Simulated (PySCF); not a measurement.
**Li: electron affinity**

Li⁻ [He] 2s2 (1S) → Li [He] 2s1 (2S), as a difference of total energies. Calculation: PySCF 2.14, in x2c-QZVPPall with one added diffuse shell each of s, p type (7s5p2d1f, 39 functions); scalar relativity by spin-free X2C-1e. Correlated levels: valence and next inner shell: nothing frozen. The calculations carry no spin-orbit coupling.

```tsv
method	electron affinity (eV)
UHF	-0.128
MP2 (valence and next inner shell)	0.338
SCS-MP2 (valence and next inner shell)	0.430
CCSD (valence and next inner shell)	0.606
CCSD(T) (valence and next inner shell)	0.614
CCSDT (valence and next inner shell)	0.614
```

Errors of the correlated levels include the incompleteness of this basis.

A negative affinity means that the anion lies above the atom at that level of theory.

The coupled-cluster amplitudes are large for Li⁻ (T1 above 0.03 or a double amplitude above 0.15), so a single reference is strained.

For comparison: 0.618 eV (measured; photodetachment measurements, as compiled on the Wikipedia data page of electron affinities).
